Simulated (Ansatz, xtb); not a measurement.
H6Si3: which of two structures lies lower

We compare a, `[SiH3][Si][SiH3]`, a triplet, with b, a singlet given by its coordinates. Both are isolated molecules in the gas phase, relaxed with BLYP-D3(BJ)/def2-SVP.

a (Å):

```xyz
9

Si   -0.2576   -0.4771    4.3902
Si    0.7729   -0.6108    2.2798
Si   -0.2598   -1.5180    0.3707
H    -1.5076    0.3591    4.3315
H    -0.6261   -1.8439    4.9012
H     0.7022    0.1564    5.3544
H    -0.6405   -2.9570    0.5933
H     0.7038   -1.4451   -0.7773
H    -1.5027   -0.7501    0.0090
```

b (Å):

| atom | x (Å) | y (Å) | z (Å) |
| --- | --- | --- | --- |
| Si | 0.1846 | 0.0753 | 2.5026 |
| Si | -1.2349 | -0.6400 | -0.9968 |
| Si | 0.4679 | 0.2704 | 0.3398 |
| H | -0.9459 | -2.0575 | -1.4025 |
| H | -2.5089 | -0.5995 | -0.2048 |
| H | -1.1950 | 0.2672 | 3.0570 |
| H | 1.2346 | 0.5232 | 3.4754 |
| H | -1.4129 | 0.1755 | -2.2456 |
| H | 1.8703 | 0.0460 | -0.1519 |

Close contacts (Å): Si1–Si3 2.19, Si2–Si3 2.35, Si1–H6 1.50, Si1–H7 1.50, Si2–H4 1.50, Si2–H5 1.50, Si2–H8 1.50, Si3–H9 1.50.

Problem. Estimate which is lower in electronic energy at CCSD(T)/def2-TZVP, and by roughly how much.

Solution. The CCSD(T)/def2-TZVP calculation puts structure b lower, by 17.1 kcal/mol.

Level by level:

```json
{"level": "HF/STO-3G", "geometry": "GFN2-xTB", "E(b) − E(a) (kcal/mol)": "+20.9", "departure from the last row (kcal/mol)": "+38.0", "job, with rough time for the two": "single point, 0.22 s"}
{"level": "r2SCAN-D4/def2-SVP", "geometry": "GFN2-xTB", "E(b) − E(a) (kcal/mol)": "−11.2", "departure from the last row (kcal/mol)": "+5.9", "job, with rough time for the two": "single point, 3.4 s"}
{"level": "BLYP-D3(BJ)/def2-SVP", "geometry": "BLYP-D3(BJ)/def2-SVP", "E(b) − E(a) (kcal/mol)": "−19.9", "departure from the last row (kcal/mol)": "−2.8", "job, with rough time for the two": "optimisation, 22 s"}
{"level": "HF/def2-TZVP", "geometry": "BLYP-D3(BJ)/def2-SVP", "E(b) − E(a) (kcal/mol)": "+6.8", "departure from the last row (kcal/mol)": "+23.9", "job, with rough time for the two": "part of the CCSD(T) run"}
{"level": "MP2/def2-TZVP", "geometry": "BLYP-D3(BJ)/def2-SVP", "E(b) − E(a) (kcal/mol)": "−15.8", "departure from the last row (kcal/mol)": "+1.3", "job, with rough time for the two": "part of the CCSD(T) run"}
{"level": "CCSD(T)/def2-TZVP", "geometry": "BLYP-D3(BJ)/def2-SVP", "E(b) − E(a) (kcal/mol)": "−17.1", "departure from the last row (kcal/mol)": "", "job, with rough time for the two": "single point, 47 s"}
```

HF/STO-3G, HF/def2-TZVP put the two in the other order. The largest departure from CCSD(T)/def2-TZVP is that of HF/STO-3G, 38.0 kcal/mol. The triplet state of a needn't be its ground state.

With harmonic frequencies from BLYP-D3(BJ)/def2-SVP (ideal gas, rigid rotor, one conformer each, 298.15 K, 1 atm): on the last row, ΔE + ΔZPE = −17.4 kcal/mol. A mode under 50 cm⁻¹ makes harmonic enthalpies and free energies unreliable, so none is given.

Open shells are spin-unrestricted. The correlated steps freeze 15 core orbitals. ΔG holds the spin degeneracy. Programs: Ansatz 0.2.0, xtb 6.7.1; the last row on 2 threads of Arm Neoverse V2 on a shared host.
